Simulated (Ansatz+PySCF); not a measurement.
Values are calculated unless marked as measured or tabulated.
Input for Ansatz (development build ahead of 0.2.0):

```yaml
crystal:
  periodic: [false, false, false]
  atoms:
    - { symbol: S, position_ang: [0.0, 0.0, 0.0] }
    - { symbol: H, position_ang: [1.75786, 0.0, 1.0149] }
    - { symbol: H, position_ang: [-1.24453, 0.0, 0.71853] }
basis:
  gaussian: { orbitals: "6-31G" }
total_charge: 1
magnetization:
  spin_polarized: true
  initial_magnetization: 3
hamiltonian:
  xc: hf
correlation:
  method: ccsd_t
  frozen_orbitals: { H: 0, S: 5 }
```

The input is written out in the form of the current development build from the run's settings.

Output:

```
Converged                                                          : yes
Reference energy                                                   : -398.15549 hartree
CCSD correlation energy                                            : -0.04003 hartree
Triples correction                                                 : -0.00028 hartree
Total energy                                                       : -398.19579 hartree
Spin squared of the determinant                                    : 3.764
Stability test                                                     : minimum
T1 diagnostic                                                      : 0.011
Largest doubles amplitude                                          : 0.07
Occupied orbitals by symmetry in an Abelian subgroup (alpha; beta) : 8 A' 2 A''; 6 A' 1 A''
```
